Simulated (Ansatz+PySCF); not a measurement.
The numbers below are computed, except where a source is named.
Input for Ansatz (development build ahead of 0.2.0):

```yaml
crystal:
  periodic: [false, false, false]
  atoms:
    - { symbol: C, position_ang: [0.0, 0.0, 0.0] }
    - { symbol: H, position_ang: [1.90196, 1.90196, 1.90196] }
    - { symbol: H, position_ang: [0.63399, -0.63399, -0.63399] }
    - { symbol: H, position_ang: [-0.63399, 0.63399, -0.63399] }
    - { symbol: H, position_ang: [-0.63399, -0.63399, 0.63399] }
basis:
  gaussian: { orbitals: "6-31G" }
hamiltonian:
  xc: hf
correlation:
  method: mp2
  frozen_orbitals: { C: 1, H: 0 }
scf:
  omitted_lower_state_checks: [stability, starts, atomic_configurations, cluster_reference, orbital_swaps, given_window_search, neighbouring_geometries, increment]
```

The input is written out in the form of the current development build from the run's settings.

The run gave:

- Converged: yes
- Reference energy: -39.87355 hartree
- Correlation energy: -0.17417 hartree
- Total energy: -40.04771 hartree
- Spin squared of the determinant: 0.000
- Occupied orbitals by symmetry in an Abelian subgroup (alpha; beta): 4 A' 1 A''; 4 A' 1 A''

Caution: large amplitudes, a single reference is doubtful; an unrestricted determinant lies well below.
